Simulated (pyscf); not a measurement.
This saddle point was located with ωB97X-D3(BJ)/def2-SVP in PySCF.

```xyz
8

Ge    -1.2856    -0.7630    -0.1073
H     -0.0182     1.1398     0.0164
H     -0.8727    -2.1899    -0.5657
H     -2.6994    -0.5849    -0.7322
H     -1.5916    -0.9680     1.4034
O      0.6368     1.4339    -0.7618
H      0.3591     0.4746    -1.1128
H      0.0788     2.0330    -1.3010
```
Charge 0, spin multiplicity 1.

Surface: singlet, charge 0. Lowest wavenumbers (cm⁻¹): 1173i, 46, 251, 299, 303.

Problem. What reaction is this the transition state of?

Solution. germane (GeH₄) + water (H₂O) <-> germane (GeH₄) + water (H₂O), a four-centre exchange read from left to right: Ge–H, H–O broken and Ge–H, H–O formed. At CCSD(T)/def2-TZVPP + ΔMP2(QZVPP) it lies +62.9 kcal/mol from the left side and +62.9 kcal/mol from the right (each side as separated species at their lowest minima found). The same reactants have a lower exit, to HO–GeH₃ + H₂ (barrier +46.2 kcal/mol at ωB97M-D3(BJ), against +59.5 kcal/mol here). One saddle was located; it need not be the lowest between these sides. The CCSD(T) − MP2 part came from Ansatz, without density fitting, on the same reference. The frozen core leaves the outer d or s,p core shells of the metals and heavy elements correlated in the MP2 and CC values, and def2-TZVPP describes them poorly, which can shift differences by a few kcal/mol. Elements up to Kr have no core potential and no relativistic terms here.
